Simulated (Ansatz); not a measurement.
## Ansatz (development build ahead of 0.2.0) run

```yaml
crystal:
  periodic: [false, false, false]
  atoms:
    - { symbol: Na, position_ang: [0.0, 0.0, -1.30616] }
    - { symbol: Cl, position_ang: [0.0, 0.0, 0.84516] }
basis:
  gaussian: { orbitals: cc-pVDZ }
hamiltonian:
  xc: hf
correlation:
  method: mp2
  frozen_orbitals: { Cl: 5, Na: 1 }
```

The input is written out in the form of the current development build from the run's settings.

Results

```
Converged                       : yes
Reference energy                : -621.42365 hartree
Correlation energy              : -0.14214 hartree
Total energy                    : -621.56579 hartree
Spin squared of the determinant : 0.000
```
